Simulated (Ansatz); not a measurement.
Molecule (SMILES): [CH2]F (CH2-F), doublet.
Atoms: C1, F2, H3, H4. Bonds: C1-F2, C1-H3, C1-H4.

Basis-set convergence of the optimised C1-H3 bond length at HF with Ansatz (an electronic-structure program). All functions are spherical. The program fits the integrals of some runs and decomposes those of others, by size. Open shells are unrestricted. No added dispersion term, no relativity. Reference: the value in def2-QZVPPD, 1.0714 Å, itself unsure by roughly 0.0002 Å (its mean distance from pcseg-3, def2-QZVPP, cc-pVQZ). Deviations are taken from unrounded values.

```
basis        functions  optimised C1-H3 bond length (Å)  minus reference (Å)
-----------  ---------  -------------------------------  -------------------
6-31G               22                           1.0682              -0.0032
def2-SV(P)          32                           1.0830               0.0115
def2-SVP            38                           1.0819               0.0104
aug-cc-pVDZ         64                           1.0796               0.0082
aug-pcseg-1         64                           1.0767               0.0053
def2-TZVPPD        111                           1.0719               0.0005
aug-cc-pVTZ        138                           1.0720               0.0005
aug-pcseg-2        138                           1.0712              -0.0002
cc-pVQZ            170                           1.0716               0.0002
```
